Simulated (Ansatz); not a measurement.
A nudged elastic band was laid between two geometries of BClH2 + H4Si (9 atoms, charge 0, multiplicity 1).

The calculation used RKS B3LYP-D4/def2-SVP in Ansatz 0.2.0.

```json
{
  "movable images": "7",
  "climbing image": "yes",
  "spring": "5.0 eV/Å²",
  "optimiser": "quadratic models (default)",
  "start path": "through a guess of the saddle point",
  "force threshold": "0.05 eV/Å",
  "iteration limit": "60",
  "end points": "relaxed"
}
```

First end point:

```xyz
9
Properties=species:S:1:pos:R:3
B -0.028 0.605 0.097
Cl 0.074 1.823 1.349
H 0.995 0.140 -0.326
H -1.112 0.301 -0.316
Si 0.114 -2.821 1.071
H -0.664 -2.919 -0.196
H 1.569 -2.951 0.780
H -0.313 -3.895 2.011
H -0.142 -1.492 1.701
```

Last end point:

```xyz
9
Properties=species:S:1:pos:R:3
B -0.082 -0.483 -0.121
Cl 0.387 0.597 2.061
H 0.800 0.127 -0.674
H -1.206 -0.057 -0.219
Si 0.195 -2.397 0.462
H -0.303 -3.339 -0.593
H 1.617 -2.756 0.754
H -0.587 -2.698 1.711
H -0.327 -0.202 2.792
```

(1) Which bonds break or form, and what moves?

(2) What energy profile does the band end with?

(3) What is the geometry of the highest image?

(4) What are the harmonic wavenumbers there?

Answers

(1) Bonds broken: B1–Cl2, Si5–H9. Bonds formed: B1–Si5, Cl2–H9. BClH2 + H4Si becomes BH5Si + ClH.

(2) It converged. The highest image is number 5 of 0 to 8, 1.50 eV above the first end and 0.41 eV above the last; the last end lies 1.09 eV above the first. A vibrational analysis at the climbing image gives one clearly imaginary mode, 569i cm⁻¹: a first-order saddle point. The orbitals stay closed-shell, which can raise the energy where a bond breaks towards radicals; this wasn't checked here.

| image | path coordinate (Å) | energy (eV) | B1–Cl2 (Å) | Si5–H9 (Å) | B1–Si5 (Å) |
| --- | --- | --- | --- | --- | --- |
| 0 | 0.00 | 0.00 | 1.75 | 1.49 | 3.56 |
| 1 | 0.67 | 0.00 | 1.75 | 1.49 | 3.54 |
| 2 | 1.33 | 0.03 | 1.76 | 1.49 | 3.26 |
| 3 | 2.00 | 0.12 | 1.79 | 1.51 | 2.82 |
| 4 | 2.66 | 0.59 | 1.90 | 1.60 | 2.37 |
| 5 | 3.33 | 1.50 | 2.26 | 2.05 | 2.09 |
| 6 | 3.93 | 1.35 | 2.62 | 2.45 | 2.03 |
| 7 | 4.54 | 1.15 | 2.49 | 2.83 | 2.02 |
| 8 | 5.14 | 1.09 | 2.48 | 3.24 | 2.02 |

(3) 
```xyz
9
Properties=species:S:1:pos:R:3
B -0.163 -0.365 0.198
Cl 0.317 0.817 2.065
H 0.684 0.024 -0.559
H -1.332 -0.130 0.056
Si 0.141 -2.372 0.682
H -0.216 -2.954 -0.648
H 1.545 -2.742 1.024
H -0.769 -2.926 1.725
H 0.287 -0.559 1.628
```

(4) 569i, 130, 206, 290, 417, 481, 594, 636, 716, 795, 884, 931, 953, 1042, 1122, 1717, 2205, 2227, 2230, 2592, 2717 cm⁻¹.

The run took 9.3 min on 1 thread of Arm Neoverse V2 (shared host), peak memory 0.15 GiB.
